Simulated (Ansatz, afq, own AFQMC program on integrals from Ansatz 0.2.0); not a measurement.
# NH3S (triplet): AFQMC on the coupled-cluster ladder at distance N1–H4 along a hydrogen transfer = 1.012 Å, cc-pVTZ

How near does AFQMC come to the top of the ladder for NH3S (triplet)?

Method: cc-pVTZ, frozen cores; program: Ansatz 0.2.0, Gaussian basis, and an in-house AFQMC program (afq) on its integrals; all values are calculated.

The runs, in order: CCSD(T) on UHF; PBE (unrestricted); r2SCAN (unrestricted); PBE0 (unrestricted); B3LYP (unrestricted); wB97M-V (unrestricted); B2PLYP (unrestricted); Phaseless AFQMC, CISD trial on UHF; Phaseless AFQMC, single-determinant trial on UHF.

## (1) The system

The geometry derives from fragments relaxed apart (PBE0/def2-TZVP) and kept rigid, so it is no stationary point. A hydrogen atom is moved between rigid fragments.

5 atoms, charge 0, spin multiplicity 3.

Atoms are counted from 1 here; the program's logs count them from 0.

Bond lengths: N1–H2 1.012 Å, N1–H3 1.012 Å, N1–H4 1.012 Å. Angles: H2–N1–H3 107.1°, H2–N1–H4 107.1°, H3–N1–H4 107.1°.

## (2) CCSD(T) on UHF

in.yaml reads:

```yaml
crystal:
  periodic: [false, false, false]
  atoms:
    - {symbol: N, position_ang: [-1.792889, -0.011611, -0.018072]}
    - {symbol: H, position_ang: [-2.090168, 0.956222, -0.018071]}
    - {symbol: H, position_ang: [-2.090168, -0.413910, 0.862188]}
    - {symbol: H, position_ang: [-0.780428, -0.011611, -0.018072]}
    - {symbol: S, position_ang: [0.939111, -0.011610, -0.018072]}
basis:
  gaussian: {orbitals: cc-pVTZ}
magnetization: {spin_polarized: true, initial_magnetization: 2}
correlation: {method: ccsd_t, electrons: outside_noble_gas, hamiltonian_folder: ham}
```

Started as:

```console
> ansatz run in.yaml --threads 1 --pin off --events-out ev --progress --plain --max-ram 16896MiB --backend cuda --devices 0, --max-vram 18GiB
```

The log of the run, cut to the lines that bear on the results:

```text
Functional definition: HF
  name "HF"
  cite "Fock, Z. Phys. 61, 126 (1930) doi:10.1007/BF01340294"
  parent pbe
[...]
599 factors; integrals over basis functions are off by at most 1.3e-3 eV
[...]
mean field -12345.60880161 eV, -453.6927553048 hartree, gradient 1.1e-6 eV, S^2 2.017373; 16 other end points of the search recorded, 0 dependent functions left out
determinant -12345.60880161 eV, -453.6927553048 hartree, with singles and doubles -12356.53044722 eV, -454.0941183781 hartree
determinant -12345.55480358 eV, -453.6907709139 hartree, with singles and doubles -12356.46730755 eV, -454.0917980382 hartree
determinant -12345.20341423 eV, -453.6778575936 hartree, with singles and doubles -12356.10096873 eV, -454.0783353347 hartree
determinant -12342.71768072 eV, -453.5865085718 hartree, with singles and doubles -12353.35648844 eV, -453.9774775443 hartree
determinant -12342.27066345 eV, -453.5700809901 hartree, with singles and doubles -12353.70398427 eV, -453.9902477805 hartree
determinant -12345.60880161 eV, -453.6927553048 hartree, with singles and doubles -12356.45000478 eV, -454.0911621731 hartree
determinant -12345.55480358 eV, -453.6907709139 hartree, with singles and doubles -12356.38777462 eV, -454.0888752569 hartree
determinant -12345.20341423 eV, -453.6778575936 hartree, with singles and doubles -12356.01763072 eV, -454.0752727193 hartree
6 core orbitals not correlated: weight in the atoms' cores, before any rotation towards them, 1.000 or more for the frozen orbitals, at most 0.000 for the correlated occupied ones
reference -12345.60880161 eV, -453.6927553048 hartree; 8, 6 occupied and 92, 94 virtual orbitals, 599 factors
second order -9.92885066 eV of doubles, -0.00000000 eV of singles
cycle   1  -10.84120228 eV  change    9.0e-7 eV  update   4.1e-6
perturbative correction -0.38961460 eV, -0.0143180724 hartree
Total energy: -12356.83961848 eV, -454.1054802125 hartree
```

Run time: 7.5 s. Hardware: 1 × NVIDIA H100 80GB HBM3 with 1 thread of AMD EPYC 7R13 (Zen 3), shared host; peak host memory 0.85 GiB.

From the report: ⟨S²⟩ of the determinant 2.017 (pure triplet: 2.00); correlation -11.2308 eV; T1 0.015; largest double amplitude 0.04.

This run also writes the integrals to the folder ham.

## (3) PBE (unrestricted)

Changes to in.yaml since step 2:

```diff
@@ -11,2 +11,3 @@
 magnetization: {spin_polarized: true, initial_magnetization: 2}
-correlation: {method: ccsd_t, electrons: outside_noble_gas, hamiltonian_folder: ham}
+hamiltonian: {xc: {name: PBE}}
+output: {orbitals: {seedname: orbitals}}
```

Started as:

```console
> ansatz run in.yaml --threads 1 --pin off --events-out ev --progress --plain --max-ram 5632MiB --backend cpu
```

The log of the run, cut to the lines that bear on the results:

```text
Functional definition: PBE
  name "PBE"
  cite "Perdew, Burke & Ernzerhof, Phys. Rev. Lett. 77, 3865 (1996) doi:10.1103/PhysRevLett.77.3865"
  parent pbe
[...]
623 factors; their error is unknown
[...]
mean field -12366.03968890 eV, -454.4435765642 hartree, gradient 2.0e-6 eV, S^2 2.004251; 8 other end points of the search recorded, 0 dependent functions left out
reference -12366.03971669 eV, -454.4435775855 hartree; 14, 12 occupied and 92, 94 virtual orbitals, 623 factors
Total energy: -12366.03971669 eV, -454.4435775855 hartree
```

Run time: 10 s. Hardware: 1 thread of AMD EPYC 7R13 (Zen 3), shared host; peak memory 0.73 GiB.

From the report: ⟨S²⟩ of the determinant 2.004 (pure triplet: 2.00).

## (4) r2SCAN (unrestricted)

Changes to in.yaml since step 3:

```diff
@@ -11,3 +11,2 @@
 magnetization: {spin_polarized: true, initial_magnetization: 2}
-hamiltonian: {xc: {name: PBE}}
-output: {orbitals: {seedname: orbitals}}
+hamiltonian: {xc: {name: r2SCAN}}
```

The command is unchanged.

The log of the run, cut to the lines that bear on the results:

```text
Functional definition: r2SCAN
  name "r2SCAN"
  cite "Furness, Kaplan, Ning, Perdew & Sun, J. Phys. Chem. Lett. 11, 8208 (2020) doi:10.1021/acs.jpclett.0c02405"
  cite "Furness, Kaplan, Ning, Perdew & Sun, J. Phys. Chem. Lett. 11, 9248 (2020) doi:10.1021/acs.jpclett.0c03077"
  parent r2scan
[...]
623 factors; their error is unknown
[...]
mean field -12370.97671165 eV, -454.6250088038 hartree, gradient 2.0e-6 eV, S^2 2.008503; 6 other end points of the search recorded, 0 dependent functions left out
reference -12370.97672086 eV, -454.6250091424 hartree; 14, 12 occupied and 92, 94 virtual orbitals, 623 factors
Total energy: -12370.97672086 eV, -454.6250091424 hartree
```

It took 17 s on 1 thread of AMD EPYC 7R13 (Zen 3), shared host; peak memory 1.2 GiB.

From the report: ⟨S²⟩ of the determinant 2.009 (pure triplet: 2.00).

## (5) PBE0 (unrestricted)

Changes to in.yaml since step 4:

```diff
@@ -11,2 +11,3 @@
 magnetization: {spin_polarized: true, initial_magnetization: 2}
-hamiltonian: {xc: {name: r2SCAN}}
+hamiltonian: {xc: {name: PBE0}}
+output: {orbitals: {seedname: orbitals}}
```

The command is unchanged.

The log of the run:

```text
Functional definition: PBE0
  name "PBE0"
  cite "Adamo & Barone, J. Chem. Phys. 110, 6158 (1999) doi:10.1063/1.478522"
  cite "Perdew, Burke & Ernzerhof, Phys. Rev. Lett. 77, 3865 (1996) doi:10.1103/PhysRevLett.77.3865"
  parent pbe
  parameter a = 0.25
  parameter kappa = 0.804
  parameter beta = 0.06672455060314922
  exchange = (1 - a)*pbe_x(kappa = kappa, mu = beta*pi^2/3) + a*exact_x
  correlation = pbe_c(beta = beta)
642 factors; their error is unknown
mean field evaluation 1: about -12359.5989 eV, gradient 4.2e1 eV
mean field evaluation 2: about -12322.1913 eV, gradient 8.2e1 eV
mean field evaluation 4: about -12366.4693 eV, gradient 3.9e0 eV
mean field evaluation 8: about -12366.5795 eV, gradient 6.9e-1 eV
mean field evaluation 16: about -12366.9217 eV, gradient 1.4e-1 eV
mean field evaluation 32: about -12366.9913 eV, gradient 2.1e-3 eV
mean field -12366.99129578 eV, -454.4785474722 hartree, gradient 6.1e-6 eV, S^2 2.006947; 3 other end points of the search recorded, 0 dependent functions left out
reference -12366.99131754 eV, -454.4785482717 hartree; 14, 12 occupied and 92, 94 virtual orbitals, 642 factors
Total energy: -12366.99131754 eV, -454.4785482717 hartree
```

It took 8.5 s on 1 thread of AMD EPYC 7R13 (Zen 3), shared host; peak memory 1.7 GiB.

From the report: ⟨S²⟩ of the determinant 2.007 (pure triplet: 2.00).

## (6) B3LYP (unrestricted)

Changes to in.yaml since step 5:

```diff
@@ -11,3 +11,2 @@
 magnetization: {spin_polarized: true, initial_magnetization: 2}
-hamiltonian: {xc: {name: PBE0}}
-output: {orbitals: {seedname: orbitals}}
+hamiltonian: {xc: {name: B3LYP}}
```

The command is unchanged.

The log of the run, cut to the lines that bear on the results:

```text
Functional definition: B3LYP
  name "B3LYP"
  cite "Stephens, Devlin, Chabalowski & Frisch, J. Phys. Chem. 98, 11623 (1994) doi:10.1021/j100096a001"
  cite "Becke, Phys. Rev. A 38, 3098 (1988) doi:10.1103/PhysRevA.38.3098"
  cite "Lee, Yang & Parr, Phys. Rev. B 37, 785 (1988) doi:10.1103/PhysRevB.37.785"
  cite "Vosko, Wilk & Nusair, Can. J. Phys. 58, 1200 (1980) doi:10.1139/p80-159"
[...]
639 factors; their error is unknown
[...]
mean field -12373.24962997 eV, -454.7085370116 hartree, gradient 7.0e-6 eV, S^2 2.005664; 3 other end points of the search recorded, 0 dependent functions left out
reference -12373.24982028 eV, -454.7085440053 hartree; 14, 12 occupied and 92, 94 virtual orbitals, 639 factors
Total energy: -12373.24982028 eV, -454.7085440053 hartree
```

It took 8.5 s on 1 thread of AMD EPYC 7R13 (Zen 3), shared host; peak memory 1.7 GiB.

From the report: ⟨S²⟩ of the determinant 2.006 (pure triplet: 2.00).

## (7) wB97M-V (unrestricted)

Changes to in.yaml since step 6:

```diff
@@ -11,2 +11,3 @@
 magnetization: {spin_polarized: true, initial_magnetization: 2}
-hamiltonian: {xc: {name: B3LYP}}
+hamiltonian: {xc: {name: wB97M-V}}
+output: {orbitals: {seedname: orbitals}}
```

Same command.

The log of the run, cut to the lines that bear on the results:

```text
Functional definition: wB97M-V
  name "wB97M-V"
  cite "Mardirossian & Head-Gordon, J. Chem. Phys. 144, 214110 (2016) doi:10.1063/1.4952647"
  cite "Becke, J. Chem. Phys. 107, 8554 (1997) doi:10.1063/1.475007"
  cite "Vydrov & Van Voorhis, J. Chem. Phys. 133, 244103 (2010) doi:10.1063/1.3521275"
  # Of w^i u^j: cxij and so on, Table III.
[...]
  gx(w, u) = 1 - cx + cx01*u + cx10*w
  gss(w, u) = css00 + css04*u^4 + css10*w + css20*w^2 + css43*w^4*u^3
  gos(w, u) = cos00 + cos10*w + (cos20 + cos21*u)*w^2 + (cos60 + cos61*u)*w^6
[...]
      + integral(e_c_pw_mod_opposite_spin*gos(b97_w_opposite, b97_u_opposite)) + vv10(b, c)
630 factors; their error is unknown
134 factors; integrals over basis functions are off by at most 3.1e-5 eV
[...]
mean field -12371.03917439 eV, -454.6273042671 hartree, gradient 4.0e-6 eV, S^2 2.004713; 3 other end points of the search recorded, 0 dependent functions left out
reference -12371.03920699 eV, -454.6273054653 hartree; 14, 12 occupied and 92, 94 virtual orbitals, 630 factors
Total energy: -12371.03920699 eV, -454.6273054653 hartree
```

Wall time 25 s (1 thread of AMD EPYC 7R13 (Zen 3), shared host); peak memory 1.7 GiB.

From the report: ⟨S²⟩ of the determinant 2.005 (pure triplet: 2.00).

## (8) B2PLYP (unrestricted)

Changes to in.yaml since step 7:

```diff
@@ -11,3 +11,3 @@
 magnetization: {spin_polarized: true, initial_magnetization: 2}
-hamiltonian: {xc: {name: wB97M-V}}
-output: {orbitals: {seedname: orbitals}}
+hamiltonian: {xc: {name: B2PLYP}}
+correlation: {electrons: outside_noble_gas}
```

Same command.

The log of the run, cut to the lines that bear on the results:

```text
Functional definition: B2PLYP
  name "B2PLYP"
  cite "Grimme, J. Chem. Phys. 124, 034108 (2006) doi:10.1063/1.2148954"
  cite "Becke, Phys. Rev. A 38, 3098 (1988) doi:10.1103/PhysRevA.38.3098"
  cite "Lee, Yang & Parr, Phys. Rev. B 37, 785 (1988) doi:10.1103/PhysRevB.37.785"
[...]
599 factors; integrals over basis functions are off by at most 1.3e-3 eV
[...]
mean field -12364.64131764 eV, -454.3921873682 hartree, gradient 2.6e-6 eV, S^2 2.009830; 7 other end points of the search recorded, 0 dependent functions left out
6 core orbitals not correlated: weight in the atoms' cores, before any rotation towards them, 1.000 or more for the frozen orbitals, at most 0.000 for the correlated occupied ones
reference -12364.64144131 eV, -454.3921919131 hartree; 8, 6 occupied and 92, 94 virtual orbitals, 599 factors
second order -12.11325988 eV of doubles, -0.00000000 eV of singles
Total energy: -12367.91202148 eV, -454.5123835174 hartree
```

Wall time 12 s (1 thread of AMD EPYC 7R13 (Zen 3), shared host); peak memory 1.7 GiB.

From the report: ⟨S²⟩ of the determinant 2.010 (pure triplet: 2.00).

## (9) Phaseless AFQMC, CISD trial on UHF

It reads the integrals that the CCSD(T) run on this determinant wrote.

Started as:

```console
> afq ham --method phaseless --trial cisd --walkers 900 --populations 20 --least-time 60 --time-step 0.005 --steps-per-block 50 --equilibration-blocks 28 --max-blocks 4000 --target-error 0.00022 --factor-cut 1e-05 --start spin_pure --seed 441 --release-times 0.24,0.51,0.99,1.62,2.4 --release-step 0.03 --release-every 3 --taylor-order 6
```

The log of the run:

```text
orbitals 100  electrons 8 6  factors 593 of 599
reference energy -453.69275530 Eh
CCSD correlation -0.39840688 Eh in 15 cycles, weight of the determinant in the CISD state 0.8645
energy of the start -454.090199 Eh
 block  time / (1/Eh)  mean weight  energy / Eh
     1     0.250  1.0000  -454.085702
     2     0.500  0.9991  -454.090931
     3     0.750  1.0005  -454.096346
     4     1.000  0.9997  -454.103056
     5     1.250  0.9994  -454.102710
     6     1.500  0.9999  -454.104470
     7     1.750  1.0001  -454.103938
     8     2.000  1.0003  -454.105107
     9     2.250  1.0006  -454.103617
    10     2.500  1.0001  -454.103855
    11     2.750  0.9992  -454.105499
    16     4.000  0.9997  -454.106083
    21     5.250  1.0008  -454.107185
    26     6.500  0.9989  -454.104695
    31     7.750  0.9995  -454.106391
    36     9.000  1.0002  -454.106857
    41    10.250  1.0000  -454.105933
    46    11.500  1.0005  -454.106438
    51    12.750  1.0000  -454.103844
    56    14.000  1.0007  -454.106575
    61    15.250  1.0003  -454.107042
    66    16.500  0.9996  -454.106670
    71    17.750  0.9994  -454.108039
    76    19.000  1.0011  -454.107466
    81    20.250  0.9999  -454.104138
    86    21.500  1.0014  -454.104264
    91    22.750  0.9996  -454.103932
    96    24.000  1.0006  -454.106047
   101    25.250  0.9998  -454.105094
   106    26.500  1.0001  -454.111070
   111    27.750  1.0005  -454.105089
   116    29.000  0.9993  -454.109353
   121    30.250  0.9995  -454.104554
   126    31.500  0.9992  -454.105705
   131    32.750  0.9993  -454.109550
   136    34.000  0.9994  -454.108145
   141    35.250  1.0004  -454.104986
   146    36.500  0.9997  -454.106094
   151    37.750  0.9996  -454.104981
   156    39.000  0.9984  -454.107740
   161    40.250  0.9990  -454.106865
   166    41.500  1.0004  -454.107652
   171    42.750  0.9996  -454.109433
   176    44.000  1.0001  -454.105742
   181    45.250  1.0001  -454.108251
   186    46.500  1.0004  -454.104571
   191    47.750  1.0002  -454.105656
   196    49.000  1.0005  -454.105348
   201    50.250  0.9994  -454.105122
   206    51.500  0.9998  -454.107525
error from the spread of 20 populations
released: time / (1/Eh)  energy / Eh  error  mean overlap
  0.24  -454.111334  0.004471  0.9959
  0.51  -454.107287  0.000166  0.9909
  0.99  -454.107479  0.000234  0.9864
  1.62  -454.106737  0.000324  0.9923
  2.40  -454.107452  0.000720  0.9796
energy -454.106461 +/- 0.000156 Eh
```

It took 2.6 min on 1 × NVIDIA H100 80GB HBM3 with 2 threads of AMD EPYC 7R13 (Zen 3), shared host; peak host memory 1.7 GiB.

Energy -12356.8663 ± 0.0042 eV. Caveats: constraint bias not in the error.

## (10) Phaseless AFQMC, single-determinant trial on UHF

It reads the integrals that the CCSD(T) run on this determinant wrote.

Started as:

```console
> afq ham --method phaseless --trial hf --walkers 900 --populations 10 --least-time 40 --time-step 0.005 --steps-per-block 20 --equilibration-blocks 112 --max-blocks 4000 --target-error 0.0011 --factor-cut 1e-05 --start spin_pure --seed 1834 --taylor-order 6
```

The log of the run:

```text
orbitals 100  electrons 8 6  factors 593 of 599
reference energy -453.69275530 Eh
CCSD correlation -0.39840688 Eh in 15 cycles, weight of the determinant in the CISD state 0.8645
energy of the start -453.693104 Eh
 block  time / (1/Eh)  mean weight  energy / Eh
     1     0.100  1.0015  -453.810757
     2     0.200  1.0024  -453.884653
     3     0.300  1.0034  -453.938347
     4     0.400  1.0024  -453.972654
     5     0.500  1.0022  -453.998498
     6     0.600  1.0012  -454.016291
     7     0.700  1.0018  -454.030810
     8     0.800  1.0015  -454.040963
     9     0.900  1.0001  -454.050979
    10     1.000  0.9999  -454.052058
    19     1.900  0.9998  -454.088125
    37     3.700  1.0001  -454.113413
    55     5.500  1.0002  -454.105561
    73     7.300  0.9995  -454.101526
    91     9.100  0.9994  -454.105790
   109    10.900  1.0003  -454.113866
   127    12.700  1.0001  -454.102601
   145    14.500  1.0001  -454.098457
   163    16.300  1.0000  -454.098846
   181    18.100  0.9999  -454.104510
   199    19.900  0.9995  -454.119215
   217    21.700  1.0002  -454.105099
   235    23.500  1.0000  -454.108116
   253    25.300  1.0005  -454.098395
   271    27.100  1.0010  -454.098110
   289    28.900  0.9995  -454.125214
   307    30.700  1.0011  -454.103986
   325    32.500  1.0002  -454.110635
   343    34.300  1.0001  -454.099093
   361    36.100  1.0019  -454.108591
   379    37.900  1.0000  -454.100031
   397    39.700  0.9992  -454.115457
   415    41.500  0.9987  -454.100569
   433    43.300  1.0001  -454.092457
   451    45.100  0.9993  -454.105743
   469    46.900  1.0001  -454.105035
   487    48.700  0.9996  -454.116421
   505    50.500  1.0005  -454.108647
   523    52.300  1.0004  -454.122419
   541    54.100  1.0006  -454.097651
   559    55.900  0.9987  -454.112212
   577    57.700  1.0011  -454.089241
   595    59.500  1.0004  -454.118019
   613    61.300  1.0004  -454.097005
   631    63.100  1.0004  -454.100680
   649    64.900  1.0005  -454.090185
   667    66.700  0.9997  -454.099646
   685    68.500  0.9993  -454.110841
   703    70.300  1.0006  -454.107161
   721    72.100  0.9992  -454.095434
   739    73.900  0.9995  -454.113625
error from the spread of 10 populations
energy -454.105492 +/- 0.001087 Eh
```

Run time: 64 s. Hardware: 1 × NVIDIA H100 80GB HBM3 with 2 threads of AMD EPYC 7R13 (Zen 3), shared host; peak host memory 1.8 GiB.

Energy -12356.8399 ± 0.0296 eV. Caveats: constraint bias not in the error.

## (11) All levels side by side

On the UHF determinant, counted from CCSD(T) (a yardstick, not exact):

| level | energy (eV) | from CCSD(T) (meV) | statistical error (meV) | time |
| --- | --- | --- | --- | --- |
| HF | -12345.6088 | +11230.8 |  |  |
| MP2 | -12355.5377 | +1302.0 |  |  |
| CCSD | -12356.4500 | +389.6 |  |  |
| CCSD(T) | -12356.8396 | 0.0 |  |  |
| Phaseless AFQMC, CISD trial, step 0.005, 900 walkers | -12356.8663 | -26.7 | 4.2 | 2.6 min |
| Phaseless AFQMC, single-determinant trial, step 0.005, 900 walkers | -12356.8399 | -0.3 | 29.6 | 64 s |

The functionals' totals stand on their own zeros and serve differences with other points: PBE -12366.040 eV; r2SCAN -12370.977 eV; PBE0 -12366.991 eV; B3LYP -12373.250 eV; wB97M-V -12371.039 eV; B2PLYP -12367.912 eV.

## (12) Outcome

```
                                                     quantity            value
              Phaseless AFQMC, CISD trial on UHF from CCSD(T)  -26.7 ± 4.2 meV
Phaseless AFQMC, single-determinant trial on UHF from CCSD(T)  -0.3 ± 29.6 meV
```

**Reading.** On UHF the phaseless walk with the CISD trial lies -26.7 meV from CCSD(T), 6 times its error bar. Error bars are statistical and leave out the constraint, the time step and what remains of the start.
